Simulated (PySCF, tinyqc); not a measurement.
Worked calculation: RHF in the sto-6g basis, for HF, spin multiplicity 1. The lowest restricted solution is unstable here: a spin-polarised one lies 0.1048 hartree lower (PySCF). One step of it, computed by the program tinyqc.

Task: Iteration 1: building the Fock matrix. J_ij = sum D_kl (ij|kl), K_ij = sum D_kl (ik|jl); F = H + J - 0.5 K; E = tr D H + tr D J / 2 - 0.25 tr D K + E_nn.

D at the start, lower triangle:
```
            1F 1s      1F 2s    1F 2px    1F 2py     1F 2pz     2H 1s
1F 1s    2.114951
1F 2s   -0.495272   2.133525
1F 2px   0.000000   0.000000  2.000000
1F 2py   0.000000   0.000000  0.000000  2.000000
1F 2pz  -0.003596   0.019149  0.000000  0.000000   2.018675
2H 1s    0.021773  -0.089223  0.000000  0.000000  -0.100923  0.008698
```

core Hamiltonian H = T + V (hartree), lower triangle:
```
             1F 1s       1F 2s     1F 2px     1F 2py     1F 2pz      2H 1s
1F 1s   -40.745241
1F 2s    -9.083573  -10.713648
1F 2px    0.000000    0.000000  -8.536525
1F 2py    0.000000    0.000000   0.000000  -8.536525
1F 2pz   -0.004913   -0.058133   0.000000   0.000000  -8.559282
2H 1s    -0.363180   -0.973901   0.000000   0.000000  -0.751171  -3.349593
```

Two-electron integrals (ij|kl) in chemists' order, unique and non-zero (hartree):
```
(11|11) 5.406240   (21|11) 0.768129   (21|21) 0.138909   (22|11) 1.266271
(22|21) 0.283987   (22|22) 0.926367   (31|31) 0.029452   (32|31) 0.044681
(32|32) 0.204753   (33|11) 1.266273   (33|21) 0.283987   (33|22) 0.926366
(33|33) 0.998085   (41|41) 0.029452   (42|41) 0.044681   (42|42) 0.204753
(43|43) 0.053789   (44|11) 1.266273   (44|21) 0.283987   (44|22) 0.926366
(44|33) 0.890506   (44|44) 0.998085   (51|51) 0.029452   (52|51) 0.044681
(52|52) 0.204753   (53|53) 0.053789   (54|54) 0.053789   (55|11) 1.266273
(55|21) 0.283987   (55|22) 0.926366   (55|33) 0.890506   (55|44) 0.890506
(55|55) 0.998085   (61|11) 0.032369   (61|21) 0.005620   (61|22) 0.011269
(61|33) 0.011252   (61|44) 0.011252   (61|51) 0.000244   (61|52) 0.000482
(61|55) 0.011304   (61|61) 0.000231   (62|11) 0.098790   (62|21) 0.022569
(62|22) 0.084326   (62|33) 0.083127   (62|44) 0.083127   (62|51) 0.001631
(62|52) 0.013200   (62|55) 0.086724   (62|61) 0.000916   (62|62) 0.010428
(63|31) 0.002272   (63|32) 0.013775   (63|53) 0.002661   (63|63) 0.001385
(64|41) 0.002272   (64|42) 0.013775   (64|54) 0.002661   (64|64) 0.001385
(65|11) 0.075419   (65|21) 0.017442   (65|22) 0.069471   (65|33) 0.066855
(65|44) 0.066855   (65|51) 0.003279   (65|52) 0.023251   (65|55) 0.074702
(65|61) 0.000732   (65|62) 0.010525   (65|65) 0.011839   (66|11) 0.319816
(66|21) 0.074334   (66|22) 0.318768   (66|33) 0.311958   (66|44) 0.311958
(66|51) 0.004820   (66|52) 0.056000   (66|55) 0.332389   (66|61) 0.003016
(66|62) 0.056719   (66|65) 0.065662   (66|66) 0.774999
```

nuclear repulsion = 2.88467286 hartree

Give: Coulomb J; exchange K; Fock matrix F; total energy of this density.

Result:

Coulomb J (hartree), lower triangle:
```
          1F 1s   1F 2s  1F 2px  1F 2py  1F 2pz   2H 1s
1F 1s   20.9673
1F 2s    3.7954  9.9229
1F 2px   0.0000  0.0000  9.9229
1F 2py   0.0000  0.0000  0.0000  9.9229
1F 2pz   0.0006  0.0010  0.0000  0.0000  9.9229
2H 1s    0.1545  0.8711  0.0000  0.0000  0.7059  3.1873
```

exchange K (hartree), lower triangle:
```
          1F 1s   1F 2s  1F 2px  1F 2py  1F 2pz   2H 1s
1F 1s   11.1471
1F 2s    1.8025  3.2046
1F 2px   0.0000  0.0000  2.6643
1F 2py   0.0000  0.0000  0.0000  2.6643
1F 2pz   0.0002  0.0025  0.0000  0.0000  2.6659
2H 1s    0.0804  0.2446  0.0000  0.0000  0.1511  0.0352
```

Fock matrix F (hartree), lower triangle:
```
           1F 1s    1F 2s  1F 2px  1F 2py   1F 2pz    2H 1s
1F 1s   -25.3515
1F 2s    -6.1894  -2.3930
1F 2px    0.0000   0.0000  0.0542
1F 2py    0.0000   0.0000  0.0000  0.0542
1F 2pz   -0.0044  -0.0584  0.0000  0.0000   0.0307
2H 1s    -0.2489  -0.2251  0.0000  0.0000  -0.1209  -0.1799
```

total energy of this density = -98.837105 hartree
